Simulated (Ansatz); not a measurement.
## CO2, SMILES O=C=O: an active-space calculation

Program: the Ansatz DFT code, driven from Python.

The script reads `co2.xyz`:
```text
3

O     0.36737   -1.07949    0.08721
C     0.00017    0.00009    0.00010
O    -0.36754    1.07940   -0.08730
```

The script, `co2_cas.py`:
```python
'''Active-space calculation on CO2.'''

import ansatz as az

system = az.Crystal.molecule_from_extxyz('co2.xyz')

calculation = system.calculation()
calculation = calculation.basis(gaussian='cc-pVDZ').correlation(active_electrons=4, active_orbitals=5)
for method in ['sc_nevpt2']:
    data = (calculation if method is None else calculation.correlation(method)).run(threads=1).report
    space = data['configurations']
    state = space['states'][0]
    print(method or 'casscf', f'total {data["free_energy_ev"] / 27.211386246:.6f} Ha, active-space state {state["energy"]["hartree"]:.6f} Ha, mean field {data["reference_energy_ev"] / 27.211386246:.6f} Ha')
    print('  determinants', state['n_determinants'], ' natural occupations', [round(n, 3) for n in space['natural_occupations']])
```

```console
$ python co2_cas.py
sc_nevpt2 total -188.100140 Ha, active-space state -187.717717 Ha, mean field -187.652848 Ha
  determinants 52  natural occupations [1.967, 1.966, 0.033, 0.033, 0.001]
```

Caveats:
- Total energies depend on the basis set; only differences at equal settings carry meaning.
- The geometry is a force-field or estimated start, not a minimum of this method, and the basis set is short of its limit. The active space starts as a window about the frontier orbitals and is then optimised, not chosen by chemistry.
- Run time: 2.4 s on 1 thread of Arm Neoverse V1, with other jobs on the host, peak memory 0.14 GiB.
